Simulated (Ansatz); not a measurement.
# AlH7OSi: the cost of one run

Program: Ansatz 0.2.0. Level of theory: RKS B3LYP-D4/6-31G*. These are calculated values, not measurements.

## Step 1: Starting point

Bond lengths: Al1–H3 1.560 Å, Al1–H4 1.560 Å, Al1–O5 2.080 Å, O5–Si6 1.680 Å, Si6–H7 1.460 Å, Si6–H8 1.460 Å, Si6–H9 1.460 Å. Angles: H3–Al1–H4 120.0°, H3–Al1–O5 97.0°, H4–Al1–O5 101.2°, Al1–O5–Si6 125.0°, O5–Si6–H7 109.5°, O5–Si6–H8 109.5°, O5–Si6–H9 109.5°, H7–Si6–H8 109.4°, H7–Si6–H9 109.4°, H8–Si6–H9 109.4°.

As a file:

```xyz
10

Al    0.0000    0.0000    0.0000
H     0.0000    0.0000    1.9100
H     1.3510    0.0000   -0.7800
H    -1.3510    0.0000   -0.7800
O     0.0869   -1.9720    0.6559
Si   -0.6831   -3.2686   -0.0846
H     0.2217   -4.4137   -0.1261
H    -1.8799   -3.6221    0.6732
H    -1.0612   -2.8984   -1.4453
H     0.0439   -0.9965    1.8084
```

## Step 2: A restrained relaxation towards end A

Springs on the bonds that form and break draw the guess towards this end; the thresholds are loose.

The input, input.yaml:

```yaml
crystal:
  periodic: [false, false, false]
  atoms:
    - { symbol: Al, position_ang: [0.0, 0.0, 0.0] }
    - { symbol: H, position_ang: [0.0, 0.0, 1.91] }
    - { symbol: H, position_ang: [1.351, 0.0, -0.78] }
    - { symbol: H, position_ang: [-1.351, 0.0, -0.78] }
    - { symbol: O, position_ang: [0.0869, -1.972, 0.6559] }
    - { symbol: Si, position_ang: [-0.6831, -3.2686, -0.0846] }
    - { symbol: H, position_ang: [0.2217, -4.4137, -0.1261] }
    - { symbol: H, position_ang: [-1.8799, -3.6221, 0.6732] }
    - { symbol: H, position_ang: [-1.0612, -2.8984, -1.4453] }
    - { symbol: H, position_ang: [0.0439, -0.9965, 1.8084] }
basis:
  gaussian: { orbitals: "6-31G*" }
hamiltonian:
  xc: b3lyp
  dispersion: d4
relax:
  f_tol: 0.15
  max_steps: 25
  restrain:
    - { distance: [0, 4], at: 2.98, k: 30.0 }
    - { distance: [9, 1], at: 1.86, k: 30.0 }
    - { distance: [0, 1], at: 1.56, k: 30.0 }
    - { distance: [9, 4], at: 1.01, k: 30.0 }
```

The run is started by

```bash
$ ansatz run input.yaml --threads 1 --pin off --max-ram 2048MiB --backend cpu --events-out ev --progress --plain --runs-dir out
```

Q: Estimate wall time and peak memory on 1 thread of Arm Neoverse V2, shared host.

About 37 s, with a peak of 0.14 GiB.
